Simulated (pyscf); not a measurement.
Thermochemistry of product channels of Li–OH (SMILES [Li][OH]) + H• (SMILES [H]) on the doublet surface, in kJ/mol, from ωB97M-D3(BJ)/def2-TZVP energies (ideal gas, 1 atm, RRHO with modes under 100 cm⁻¹ raised to 100, one conformer, R ln 2 for chiral ones without a mode under 150 cm⁻¹). Single points on ωB97X-D3(BJ)/def2-SVP structures (PySCF, gas phase).

```
products                                        ΔE  ΔH(298 K)  ΔG(298 K)  ΔG(600 K)
-------------------------------------------  -----  ---------  ---------  ---------
Li–O• (SMILES [Li][O]) + H₂ (SMILES [H][H])  +70.3      +67.3      +62.9      +59.0
Li• (SMILES [Li]) + H₂O (SMILES O)           -77.6      -57.0      -58.9      -59.5
```

These are energies of the channels, which say nothing of barriers. The term symbol of open-shell Li–O• was not checked; spin-orbit terms and orbital degeneracy are left out.
